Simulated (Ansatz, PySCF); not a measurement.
This PySCF input computes a SVWN5/def2-TZVPD energy:

```python
from pyscf import gto, scf, dft

mol = gto.M(
    atom='''
    F    -1.07548335   -0.31432039   -0.00990984
    C    -0.01550143    0.40315107    0.03875512
    F     1.09632475   -0.22770926   -0.04219575
    H    -0.03196128    1.15138784    0.93877589
    H    -0.06260276    1.30797255   -0.70235629
    ''',
    basis='def2-tzvpd',
    charge=1,
    spin=1,
    verbose=4,
)

mf = dft.UKS(mol, xc='svwn').density_fit(auxbasis='def2-universal-jkfit')
mf.grids.level = 3
mf.conv_tol = 1e-9
mf.max_cycle = 100
mf.max_memory = 1500
mf.kernel()
if not mf.converged:
    mf = mf.newton()
    mf.kernel(mf.make_rdm1())
for _ in range(2):
    mo, _, stable, _ = mf.stability(return_status=True)
    if stable:
        break
    mf.kernel(mf.make_rdm1(mo, mf.mo_occ))
mf.analyze()
```

**Question.** Write an input for the same energy in Ansatz (a program for electronic structure) and say what it gives.

**Answer.** 
Ansatz 0.2 input:
```yaml
crystal:
  periodic: [false, false, false]
  atoms:
    - {symbol: F, position_ang: [-1.07548335, -0.31432039, -0.00990984]}
    - {symbol: C, position_ang: [-0.01550143, 0.40315107, 0.03875512]}
    - {symbol: F, position_ang: [1.09632475, -0.22770926, -0.04219575]}
    - {symbol: H, position_ang: [-0.03196128, 1.15138784, 0.93877589]}
    - {symbol: H, position_ang: [-0.06260276, 1.30797255, -0.70235629]}
basis:
  gaussian:
    orbitals: def2-TZVPD
hamiltonian:
  xc: {name: SVWN5}
total_charge: 1
magnetization: {spin_polarized: true, initial_magnetization: 1}
output: {forces: true}
```
It gives -237.02091 Eh, and PySCF -237.02096 Eh, a difference of 0.05 mEh, from the treatment of integrals and grids.
